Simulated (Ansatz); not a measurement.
**C2H6Si (SMILES CC[SiH]): r2SCAN/cc-pVDZ**

What is the energy change on altering one bond length of C2H6Si at r2SCAN/cc-pVDZ? 

The calculation is run with Ansatz 0.2.0.

60 further runs of the same task are left out: 60 set aside as unsound or not needed.

## Step 1: The molecule

C2H6Si has 9 atoms, charge 0, and is taken as a singlet. SMILES: `CC[SiH]`. The coordinates come from a PBE0-D4/def2-TZVP relaxation. This is one conformer, not always the lowest.

Bond lengths: C1–C2 1.523 Å, C2–Si3 1.891 Å, C1–H4 1.094 Å, C1–H5 1.093 Å, C1–H6 1.092 Å, C2–H7 1.095 Å, C2–H8 1.111 Å, Si3–H9 1.532 Å. Some angles: C1–C2–Si3 121.0°, C1–C2–H7 111.7°, C1–C2–H8 109.8°, Si3–C2–H7 110.3°, Si3–C2–H8 97.9°, C2–C1–H4 112.0°, C2–C1–H5 111.1°, C2–C1–H6 111.0°, C2–Si3–H9 94.7°, H7–C2–H8 104.1°.

## Step 2: A single-point energy at r2SCAN/cc-pVDZ

input.yaml

```yaml
crystal:
  periodic: [false, false, false]
  atoms:
    - {symbol: C, position_ang: [-0.593600, 0.495600, -0.562700]}
    - {symbol: C, position_ang: [0.423400, -0.563800, -0.158900]}
    - {symbol: Si, position_ang: [1.475100, -0.358700, 1.398700]}
    - {symbol: H, position_ang: [-1.208900, 0.173100, -1.407700]}
    - {symbol: H, position_ang: [-0.098000, 1.423000, -0.860500]}
    - {symbol: H, position_ang: [-1.258400, 0.736300, 0.269500]}
    - {symbol: H, position_ang: [1.051000, -0.864800, -1.004300]}
    - {symbol: H, position_ang: [-0.103000, -1.497700, 0.133400]}
    - {symbol: H, position_ang: [0.401100, 0.410600, 2.175300]}
basis:
  gaussian: {orbitals: cc-pVDZ}
hamiltonian: {xc: {name: r2SCAN}}
accuracy: high
output: {orbitals: {seedname: orbitals}}
```

Launch:

```
$ ansatz run input.yaml --threads 1 --pin off --max-ram 3480MiB --events-out events.jsonl --progress --plain --runs-dir runs
```

The log of the run:

```text
Warning: RAYON_NUM_THREADS=1 ignored (pool sized by the plan → 1); use --threads N
Functional definition: r2SCAN
  name "r2SCAN"
  parameter k0 = 0.174
  parameter k1 = 0.065
  parameter a1 = 4.9479
  exchange = r2scan_x(k0 = k0, k1 = k1, a1 = a1)
  correlation = r2scan_c
1848 factors; integrals over basis functions are off by at most 3.7e-9 eV
mean field evaluation 1: about -10037.5410 eV, gradient 5.5e1 eV
mean field evaluation 2: about -10004.3704 eV, gradient 1.1e2 eV
mean field evaluation 4: about -10045.2869 eV, gradient 4.2e0 eV
mean field evaluation 8: about -10045.3497 eV, gradient 8.8e-2 eV
mean field evaluation 16: about -10045.3497 eV, gradient 1.8e-5 eV
mean field -10045.34972943 eV, -369.1597935739 hartree, gradient 5.7e-8 eV, S^2 0.000000; 0 other end points of the search recorded, 0 dependent functions left out
reference -10045.34973012 eV, -369.1597935994 hartree; 16, 16 occupied and 60, 60 virtual orbitals, 1848 factors
Total energy: -10045.34973012 eV, -369.1597935994 hartree
```

It took 9.9 s on 1 thread of Arm Neoverse V1, shared host; peak memory 0.24 GiB.

## Step 3: The distorted shape, same level

input.yaml

```yaml
crystal:
  periodic: [false, false, false]
  atoms:
    - {symbol: C, position_ang: [-0.909087, 0.434075, -1.029946]}
    - {symbol: C, position_ang: [0.107913, -0.625325, -0.626146]}
    - {symbol: Si, position_ang: [1.475100, -0.358700, 1.398700]}
    - {symbol: H, position_ang: [-1.524387, 0.111575, -1.874946]}
    - {symbol: H, position_ang: [-0.413487, 1.361475, -1.327746]}
    - {symbol: H, position_ang: [-1.573887, 0.674775, -0.197746]}
    - {symbol: H, position_ang: [0.735513, -0.926325, -1.471546]}
    - {symbol: H, position_ang: [-0.418487, -1.559225, -0.333846]}
    - {symbol: H, position_ang: [0.401100, 0.410600, 2.175300]}
basis:
  gaussian:
    orbitals: cc-pVDZ
hamiltonian:
  xc: {name: r2SCAN}
accuracy: high
output: {orbitals: {seedname: orbitals}}
```

Launch:

```
$ ansatz run input.yaml --threads 1 --pin off --max-ram 3480MiB --events-out events.jsonl --progress --plain --runs-dir runs
```

The log of the run (excerpt; [...] marks lines left out):

```text
Warning: RAYON_NUM_THREADS=1 ignored (pool sized by the plan → 1); use --threads N
[... 7 set-up lines as earlier in the session ...]
1827 factors; integrals over basis functions are off by at most 3.7e-9 eV
mean field evaluation 1: about -10034.4191 eV, gradient 5.8e1 eV
mean field evaluation 2: about -9948.2047 eV, gradient 1.3e2 eV
mean field evaluation 4: about -10043.9506 eV, gradient 9.9e0 eV
mean field evaluation 8: about -10044.2710 eV, gradient 6.3e-1 eV
mean field evaluation 16: about -10044.2721 eV, gradient 1.2e-4 eV
mean field -10044.27214274 eV, -369.1201929935 hartree, gradient 5.0e-8 eV, S^2 0.000000; 0 other end points of the search recorded, 0 dependent functions left out
reference -10044.27214347 eV, -369.1201930203 hartree; 16, 16 occupied and 60, 60 virtual orbitals, 1827 factors
Total energy: -10044.27214347 eV, -369.1201930203 hartree
```

Wall time 9.6 s (1 thread of Arm Neoverse V1, shared host); peak memory 0.24 GiB.

## Step 4: What came out

Level: r2SCAN/cc-pVDZ.

```
                                                          quantity          value
                                         first shape: total energy  -369.15979 Eh
                                          first shape: HOMO energy       -5.32 eV
                                          first shape: LUMO energy       -3.14 eV
                                        first shape: HOMO–LUMO gap        2.18 eV
                                     distorted shape: total energy  -369.12019 Eh
                                      distorted shape: HOMO energy       -5.40 eV
                                      distorted shape: LUMO energy       -3.69 eV
                                    distorted shape: HOMO–LUMO gap        1.72 eV
energy change with the C2–Si3 bond stretched from 1.891 to 2.458 Å       1.078 eV
```

What this shows: With the C2–Si3 bond stretched from 1.891 to 2.458 Å the energy rises by 1.08 eV (25 kcal/mol). The first shape isn't relaxed at this level, so the change isn't measured from a minimum.
